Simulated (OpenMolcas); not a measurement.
# CH5FSi (SMILES C[SiH2]F): HF/ANO-RCC-VDZ (sfX2C)

What is the energy change on altering one bond length of CH5FSi at HF/ANO-RCC-VDZ (sfX2C)? 

The calculation is run with OpenMolcas 26.06.

## (1) The system as given

CH5FSi has 8 atoms, charge 0, and is taken as a singlet. SMILES: `C[SiH2]F`. Geometry: relaxed at PBE0-D4/def2-TZVP.

Bond lengths: C1–Si2 1.853 Å, Si2–F3 1.604 Å, C1–H4 1.092 Å, C1–H5 1.094 Å, C1–H6 1.092 Å, Si2–H7 1.485 Å, Si2–H8 1.485 Å. Some angles: C1–Si2–F3 109.4°, C1–Si2–H7 111.5°, C1–Si2–H8 111.5°, F3–Si2–H7 107.3°, F3–Si2–H8 107.3°, Si2–C1–H4 111.0°, Si2–C1–H5 110.1°, Si2–C1–H6 111.1°, H7–Si2–H8 109.7°, H4–C1–H5 108.1°.

## (2) The energy at HF/ANO-RCC-VDZ (sfX2C)

struct.xyz reads:

```xyz
8

C     -0.521400     0.700300    -0.437000
Si     0.448400    -0.642000     0.395200
F      1.946500    -0.649600    -0.178800
H     -0.562400     0.542500    -1.517100
H     -1.546700     0.713200    -0.056500
H     -0.077200     1.680300    -0.248400
H      0.538700    -0.420800     1.860700
H     -0.133700    -1.981200     0.126000
```

job.input reads:

```
>>> EXPORT MOLCAS_PRINT=2
&gateway
coord = struct.xyz
basis = ANO-RCC-VDZ
group = NoSym
rx2c
&seward
expert
&scf
prorbitals = 1 1
```

The run is started by

```
export MOLCAS_MEM=1860
pymolcas job.input > job.log
```

Output:

```text
--- Start Module: gateway ---
[...]
--- Stop Module: gateway /rc=_RC_ALL_IS_WELL_ ---
--- Start Module: seward ---
[...]
 ###    WARNING:  EXPERT option is ON!                                       ###
 ###############################################################################
               SEWARD will generate:
[...]
      Basis functions           41
--- Stop Module: seward /rc=_RC_ALL_IS_WELL_ ---
[...]
--- Start Module: scf ---
[...]
       Convergence after  10 Iterations
[...]
::    Total SCF energy                               -429.8728786291
[...]
      Total spin, S                                     0.0000000000
[...]
      Total electronic charge=   34.000000
      Total            charge=   -0.000000
[...]
      Dipole Moment (debye):
      Origin of the operator (angstrom)=    0.6479   -0.3337    0.0403
                   X= -2.6739E+00               Y=  5.0710E-01               Z=  5.8077E-01           Total=  2.7828E+00
      Quadrupole Moment (debye*angstrom):
[...]
--- Stop Module: scf /rc=_RC_ALL_IS_WELL_ ---
[...]
```

Wall time 2.8 s (1 thread of Arm Neoverse V1, shared host); peak memory 0.38 GiB.

## (3) The distorted shape at the same level

struct.xyz reads:

```xyz
8

C     -0.543977     0.644994    -0.803414
Si     0.425823    -0.697306     0.028786
F      1.923923    -0.704906    -0.545214
H     -0.584977     0.487194    -1.883514
H     -1.569277     0.657894    -0.422914
H     -0.099777     1.624994    -0.614814
H      0.538700    -0.420800     1.860700
H     -0.156277    -2.036506    -0.240414
```

job.inp reads:

```
&gateway
  coord = struct.xyz
  basis = ANO-RCC-VDZ
  group = NoSym
  rx2c

&seward
  expert

&scf
  prorbitals = 1 1
```

The run is started by

```
export MOLCAS_MEM=1860
pymolcas job.inp > job.log
```

Output:

```text
--- Start Module: gateway ---
[...]
--- Stop Module: gateway /rc=_RC_ALL_IS_WELL_ ---
--- Start Module: seward ---
[...]
 ###    WARNING:  EXPERT option is ON!                                       ###
 ###############################################################################
               SEWARD will generate:
[...]
      Basis functions           41
--- Stop Module: seward /rc=_RC_ALL_IS_WELL_ ---
[...]
--- Start Module: scf ---
[...]
       Convergence after  10 Iterations
[...]
::    Total SCF energy                               -429.8414898695
[...]
      Total spin, S                                     0.0000000000
[...]
      Total electronic charge=   34.000000
      Total            charge=   -0.000000
[...]
      Dipole Moment (debye):
      Origin of the operator (angstrom)=    0.6257   -0.3881   -0.3203
                   X= -2.7259E+00               Y=  4.4935E-01               Z= -1.1094E-01           Total=  2.7649E+00
      Quadrupole Moment (debye*angstrom):
[...]
--- Stop Module: scf /rc=_RC_ALL_IS_WELL_ ---
[...]
```

Run time: 2.9 s. Hardware: 1 thread of Arm Neoverse V1, shared host; peak memory 0.38 GiB.

## (4) What came out

At HF/ANO-RCC-VDZ (sfX2C):

| quantity | value |
| --- | --- |
| first shape: total energy | -429.87288 Eh |
| first shape: dipole moment | 2.78 D |
| first shape: HOMO energy | -12.94 eV |
| first shape: LUMO energy | 2.29 eV |
| first shape: HOMO–LUMO gap | 15.23 eV |
| distorted shape: total energy | -429.84149 Eh |
| distorted shape: dipole moment | 2.76 D |
| distorted shape: HOMO energy | -11.90 eV |
| distorted shape: LUMO energy | 2.22 eV |
| distorted shape: HOMO–LUMO gap | 14.12 eV |
| energy change with the Si2–H7 bond stretched from 1.485 to 1.856 Å | 0.854 eV |

In words: With the Si2–H7 bond stretched from 1.485 to 1.856 Å the energy rises by 0.85 eV (82.4 kJ/mol). The first shape isn't relaxed at this level, so the change isn't measured from a minimum. Mulliken charges (distorted shape) run from -0.76 on C1 to +1.33 on Si2.
